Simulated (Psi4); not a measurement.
# AlHF (SMILES [F][AlH]): a chain of runs

We compute a geometry optimisation (UBP86/6-31G*), then the harmonic vibrations, then a single-point energy (UMP2/def2-TZVPP) of AlHF. 

The calculation is run with Psi4 1.11.

### 1 Starting point

AlHF: 3 atoms, total charge 0, spin state doublet. As SMILES, `[F][AlH]`. The shape is that of a PBE0-D4/def2-TZVP optimisation. The run starts from this shape.

Bond lengths: F1–Al2 1.656 Å, Al2–H3 1.607 Å. Angles: F1–Al2–H3 115.5°.

### 2 A geometry optimisation at UBP86/6-31G(d) (density fitting, Cartesian functions) (run 1)

run.py

```python
import psi4

psi4.set_memory(1600000000)
psi4.set_num_threads(1)
psi4.core.set_output_file('alfh.out', False)

m = psi4.geometry("""
0 2
F      0.907100     0.893200     0.585600
Al    -0.432500     0.318000    -0.199500
H     -0.485400    -1.276100    -0.399300
""")

options = {'reference': 'uks', 'geom_maxiter': 60}
psi4.set_options(options)

energy_value = psi4.optimize('bp86/6-31G*', molecule=m)
print(f'bp86/6-31G* energy: {energy_value:.10f} Eh')
print(m.to_string(dtype='xyz', units='Angstrom'))
```

Run with:

```console
$ python run.py
```

alfh.out:

```text
[...]
  Running in cs symmetry.
[...]
  Nuclear repulsion =   43.396946493649182
[...]
  Multiplicity = 2
[...]
  Nalpha       = 12
  Nbeta        = 11
[...]
    Number of basis functions: 36
[...]
   @DF-UKS iter   1:  -342.79964396716014   -3.69196e-01   1.67810e-02 DIIS/ADIIS
[...]
   @DF-UKS iter   6:  -342.88532441149636   -1.47793e-12   8.28215e-09 DIIS
[...]
   @S^2 Observed:                7.521748665E-01
[...]
  @DF-UKS Final Energy:  -342.88532441149636
   => Energetics <=
    Nuclear Repulsion Energy =             42.8287505568583811
    One-Electron Energy =                -562.5995939393062599
    Two-Electron Energy =                 206.3828145309004185
    DFT Exchange-Correlation Energy =     -29.4972955599489168
    Empirical Dispersion Energy =           0.0000000000000000
    VV10 Nonlocal Energy =                  0.0000000000000000
    Total Energy =                       -342.8853244114963559
[...]
 Multipole Moments:
 ------------------------------------------------------------------------------------
     Multipole            Electronic (a.u.)      Nuclear  (a.u.)        Total (a.u.)
 ------------------------------------------------------------------------------------
 L = 1.  Multiply by 2.5417464519 to convert [e a0] to [Debye]
 Dipole X            :          0.5092771           -1.0324750           -0.5231979
 Dipole Y            :          1.8375011           -1.8912371           -0.0537360
 Dipole Z            :          0.0000000            0.0000000            0.0000000
 Magnitude           :                                                    0.5259502
[...]
  -Total Gradient:
     Atom            X                  Y                   Z
    ------   -----------------  -----------------  -----------------
       1       -0.000067527231    -0.000107988683     0.000000000000
       2        0.000042082602    -0.000014332070     0.000000000000
       3       -0.000074160902    -0.000083120024     0.000000000000
[...]
    Final optimized geometry and variables:
    Molecular point group: cs
    Full point group: Cs
    Geometry (in Angstrom), charge = 0, multiplicity = 2:
    F            0.938506261050     0.385668063281     0.000000000000
    AL          -0.631624632645    -0.203192443248     0.000000000000
    H           -0.781798358615    -1.830310378976     0.000000000000
[...]
```

On the terminal:

```text
Some dependencies such as QCElemental have not yet finished migration to pydantic v2. If issues are encountered please downgrade pydantic or upgrade QCElemental as appropriate
Optimizer: Optimization complete!
bp86/6-31G* energy: -342.8853244115 Eh
3
0 2 AlFH
F                     0.938506261050     0.385668063281     0.000000000000
Al                   -0.631624632645    -0.203192443248     0.000000000000
H                    -0.781798358615    -1.830310378976     0.000000000000
```

Run time: 4.8 s. Hardware: 1 thread of Intel Xeon 6975P-C (Granite Rapids), shared host; peak memory 0.29 GiB.

Steps, from the record of the run:

```
step  energy from the first frame kept (eV)  largest force (eV/Å)
   0                                 0.0000                0.6192
   1                                -0.0096                0.1697
   2                                -0.0100                0.0223
   3                                -0.0101                0.0066
```

After the run. Bond lengths: F1–Al2 1.677 Å, Al2–H3 1.634 Å. Angles: F1–Al2–H3 115.8°.

### 3 Vibrational wavenumbers at UBP86/6-31G(d) (density fitting, Cartesian functions) (run 2)

job.inp

```
memory 1.6 GB

molecule mol {
  0 2
  F      1.73207383     1.70138468     1.11773899
  Al    -0.82901718     0.59353841    -0.38411707
  H     -0.94125746    -2.46762516    -0.77354805
  units au
  symmetry c1
}

set basis 6-31G*
set reference uks
set t 600.0
set rotational_symmetry_number 1

frequencies("bp86")
```

Run with:

```console
$ psi4 -n 1 job.inp job.out
```

job.out:

```text
[...]
  Running in c1 symmetry.
[...]
  Nuclear repulsion =   42.828739111731331
[...]
  Multiplicity = 2
[...]
  Nalpha       = 12
  Nbeta        = 11
[...]
    Number of basis functions: 36
[...]
   @DF-UKS iter   1:  -342.80112902728735   -3.82738e-01   1.31746e-02 DIIS/ADIIS
[...]
   @DF-UKS iter  11:  -342.88532441128388   -2.04636e-12   5.03888e-09 DIIS
[...]
   @S^2 Observed:                7.521748781E-01
[...]
  @DF-UKS Final Energy:  -342.88532441128388
   => Energetics <=
    Nuclear Repulsion Energy =             42.8287326472982954
    One-Electron Energy =                -562.5995570502803957
    Two-Electron Energy =                 206.3827948069567526
    DFT Exchange-Correlation Energy =     -29.4972948152586305
    Empirical Dispersion Energy =           0.0000000000000000
    VV10 Nonlocal Energy =                  0.0000000000000000
    Total Energy =                       -342.8853244112838752
[...]
 Multipole Moments:
 ------------------------------------------------------------------------------------
     Multipole            Electronic (a.u.)      Nuclear  (a.u.)        Total (a.u.)
 ------------------------------------------------------------------------------------
 L = 1.  Multiply by 2.5417464519 to convert [e a0] to [Debye]
 Dipole X            :          0.5092755           -1.0324751           -0.5231995
 Dipole Y            :          1.8375030           -1.8912370           -0.0537340
 Dipole Z            :          0.0027921           -0.0025155            0.0002765
 Magnitude           :                                                    0.5259517
[...]
  -Total Gradient:
     Atom            X                  Y                   Z
    ------   -----------------  -----------------  -----------------
       1       -0.000067281472    -0.000107945208    -0.000000137693
       2        0.000041836404    -0.000013892314    -0.000000053307
       3       -0.000074161058    -0.000083602775    -0.000000091099
[...]
  ==> Harmonic Vibrational Analysis <==
[...]
  Freq [cm^-1]                 573.9583            814.5011           1710.0537
[...]
  IR activ [km/mol]            80.9226             66.7902             148.6106
[...]
  Total E_0, Enthalpy at 0 [K]                                                         -342.87826548 [Eh]
[...]
  Total H, Enthalpy at  600.00 [K]                                                     -342.86903720 [Eh]
[...]
  Total G, Gibbs energy at  600.00 [K]                                                 -342.93246773 [Eh]
[...]
```

Standard output:

```text
Warning: used thermodynamics relations inappropriate for low-frequency modes: ['573.9583']
```

Wall time 16 s (1 thread of Intel Xeon 6975P-C (Granite Rapids), shared host); peak memory 0.28 GiB.

### 4 The energy at UMP2/def2-TZVPP (density fitting, density fitting for correlation) (run 3)

alfh.py

```python
import psi4

psi4.set_memory('1600 MB')
psi4.set_num_threads(1)
psi4.core.set_output_file('psi4.out', False)

geom = psi4.geometry("""
0 2
F      1.73207383     1.70138468     1.11773899
Al    -0.82901718     0.59353841    -0.38411707
H     -0.94125746    -2.46762516    -0.77354805
units bohr
symmetry c1
""")

psi4.set_options(dict(reference='uhf', num_frozen_docc=6))

E = psi4.energy('mp2/def2-TZVPP')
print('E =', round(E, 9))
for k, v in sorted(psi4.core.scalar_variables().items()):
    print(f'{k:45s} {v:18.10f}')
```

Run with:

```console
$ python alfh.py
```

psi4.out:

```text
[...]
  Running in c1 symmetry.
[...]
  Nuclear repulsion =   42.828739111731331
[...]
  Multiplicity = 2
[...]
  Nalpha       = 12
  Nbeta        = 11
[...]
    Number of basis functions: 87
[...]
   @DF-UHF iter   1:  -341.96649541939360   -8.35536e-01   4.63400e-03 DIIS/ADIIS
[...]
   @DF-UHF iter  13:  -342.02665528725157   -4.54747e-12   6.30690e-09 DIIS
[...]
   @S^2 Observed:                7.583349829E-01
[...]
    Orbital Energies [Eh]
    ---------------------
    Alpha Occupied:
       1A    -58.515092     2A    -26.247794     3A     -4.927992
       4A     -3.243204     5A     -3.239878     6A     -3.237739
       7A     -1.532018     8A     -0.676965     9A     -0.621462
      10A     -0.613481    11A     -0.515473    12A     -0.328097
    Alpha Virtual:
      13A      0.026570    14A      0.099718    15A      0.145186
      16A      0.221369    17A      0.245266    18A      0.257935
      19A      0.292507    20A      0.295442    21A      0.312761
      22A      0.335193    23A      0.378347    24A      0.491473
      25A      0.563974    26A      0.743933    27A      0.803665
[...]
  @DF-UHF Final Energy:  -342.02665528725157
   => Energetics <=
    Nuclear Repulsion Energy =             42.8287391117313305
    One-Electron Energy =                -562.7548688414855178
    Two-Electron Energy =                 177.8994744425025942
    Total Energy =                       -342.0266552872515717
  UHF NO Occupations:
  HONO-2 :   10  A 1.9998866
  HONO-1 :   11  A 1.9960045
[...]
 Multipole Moments:
 ------------------------------------------------------------------------------------
     Multipole            Electronic (a.u.)      Nuclear  (a.u.)        Total (a.u.)
 ------------------------------------------------------------------------------------
 L = 1.  Multiply by 2.5417464519 to convert [e a0] to [Debye]
 Dipole X            :          0.3186508           -1.0324751           -0.7138243
 Dipole Y            :          1.8428146           -1.8912370           -0.0484224
 Dipole Z            :         -0.0000000           -0.0000000           -0.0000000
 Magnitude           :                                                    0.7154648
[...]
```

Standard output:

```text
E = -342.339113415
CURRENT CORRELATION ENERGY                         -0.3124581276
CURRENT ENERGY                                   -342.3391134149
CURRENT REFERENCE ENERGY                         -342.0266552873
CUSTOM SCS-MP2 CORRELATION ENERGY                  -0.3089610375
CUSTOM SCS-MP2 TOTAL ENERGY                      -342.3356163247
DD SOLVATION ENERGY                                 0.0000000000
HF KINETIC ENERGY                                 341.9073046402
HF POTENTIAL ENERGY                              -683.9339599274
HF TOTAL ENERGY                                  -342.0266552873
HF VIRIAL RATIO                                     2.0003490731
MP2 CORRELATION ENERGY                             -0.3124581276
MP2 DOUBLES ENERGY                                 -0.3124581276
MP2 OPPOSITE-SPIN CORRELATION ENERGY               -0.2363173018
MP2 SAME-SPIN CORRELATION ENERGY                   -0.0761408258
MP2 SINGLES ENERGY                                 -0.0000000000
MP2 TOTAL ENERGY                                 -342.3391134149
NUCLEAR REPULSION ENERGY                           42.8287391117
ONE-ELECTRON ENERGY                              -562.7548688415
PCM POLARIZATION ENERGY                             0.0000000000
PE ENERGY                                           0.0000000000
SCF ITERATION ENERGY                             -342.0266552873
SCF ITERATIONS                                     13.0000000000
SCF TOTAL ENERGY                                 -342.0266552873
SCS-MP2 CORRELATION ENERGY                         -0.3089610375
SCS-MP2 TOTAL ENERGY                             -342.3356163247
TWO-ELECTRON ENERGY                               177.8994744425
```

Wall time 1.3 s (1 thread of Intel Xeon 6975P-C (Granite Rapids), shared host); peak memory 0.21 GiB.

### 5 Results

| quantity | value |
| --- | --- |
| run 1, UBP86/6-31G*: total energy at the end | -342.88532 Eh |
| run 1, UBP86/6-31G*: dipole moment | 1.34 D |
| run 1, UBP86/6-31G*: HOMO energy (highest over α and β) | -5.02 eV |
| run 1, UBP86/6-31G*: LUMO energy (lowest over α and β) | -3.45 eV |
| run 1, UBP86/6-31G*: ⟨S²⟩ | 0.752 |
| run 2, UBP86/6-31G*: lowest harmonic wavenumber | 574 cm⁻¹ |
| run 2, UBP86/6-31G*: highest harmonic wavenumber | 1710 cm⁻¹ |
| run 2, UBP86/6-31G*: zero-point energy | 18.5 kJ/mol |
| run 2, UBP86/6-31G*: ideal-gas entropy at 600 K (symmetry number 1 as used) | 66.3 cal/(mol K) |
| run 3, UMP2/def2-TZVPP: total energy | -342.33911 Eh |
| run 3, UMP2/def2-TZVPP: HOMO energy (Hartree–Fock orbitals) (highest over α and β) | -8.93 eV |
| run 3, UMP2/def2-TZVPP: LUMO energy (Hartree–Fock orbitals) (lowest over α and β) | 0.68 eV |
| run 3, UMP2/def2-TZVPP: correlation energy (6 core orbitals frozen) | -312.5 mEh |
| run 3, UMP2/def2-TZVPP: ⟨S²⟩ of the reference determinant | 0.758 |

**Reading.** The optimisation (run 1, UBP86/6-31G*) took 4 steps and changed the energy by -0.010 eV. All 3 modes (run 2, UBP86/6-31G*) are real, so the shape is a minimum at this level.
